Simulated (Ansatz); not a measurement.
Cubic Cu₃N

Calculation: LDA (PAW; Ansatz, a first-principles code).

Numerical settings: plane-wave cutoff 500 eV, 10×10×10 k mesh, Fermi–Dirac smearing 0.05 eV, no spin polarisation, scalar-relativistic PAW data made under PBE.

Cell (relaxed at this level):

Cu3N is taken in the cubic space group Pm-3m (No. 221), Pearson symbol cP4. Lattice parameters: a = b = c = 3.7206 Å, α = β = γ = 90.00°. Cu on 3d has 2 N at 1.860 Å and 8 Cu at 2.631 Å. N on 1a sees 6 Cu at 1.860 Å (octahedral). (Neighbours: up to the widest gap in distance over summed covalent radii, below 1.35, at either atom; cation-cation and far metal-metal contacts left out.)

For cubic Cu₃N, the volume per atom is 12.88 Å³/atom and the lattice constant a comes out as 3.721 Å.

Note: the volume lies 7 % below that of the published cell.

It cost about 40 core-seconds (a rough figure) of CPU time.
